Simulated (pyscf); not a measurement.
Optimised with ωB97X-D3(BJ)/def2-SVP in PySCF. MP2 and CC: frozen core, UHF for open shells. ΔMP2 is the change of the MP2 total energy from the triple- to the quadruple-zeta basis.

Q: For the elementary gas-phase step HO–SeH + H• → SeH• + H₂O (doublet surface; O–Se broken, H–O formed), what barrier and reaction energy does CCSD(T)/def2-TZVPP give, measured from the separated reactants?

A: ΔE‡ = 0.32 eV, ΔE = -2.49 eV. CCSD(T)/def2-TZVPP + ΔMP2(QZVPP) gives 0.32 eV and -2.48 eV. Zero-point energy shifts the barrier by +0.02 eV. It is a substitution at O, with an imaginary mode of 1247i cm⁻¹. This is the saddle that the search found; another between the same sides may lie lower. The angle at the attacked O is 154°. The CCSD(T) − MP2 part came from Ansatz, without density fitting, on the same reference. The frozen core leaves the outer d or s,p core shells of the metals and heavy elements correlated in the MP2 and CC values, and def2-TZVPP describes them poorly, which can shift differences by a few kcal/mol. Left out: the spin-orbit lowering of SeH, which is large for Br, Se, Te and I. Elements up to Kr have no core potential and no relativistic terms here.
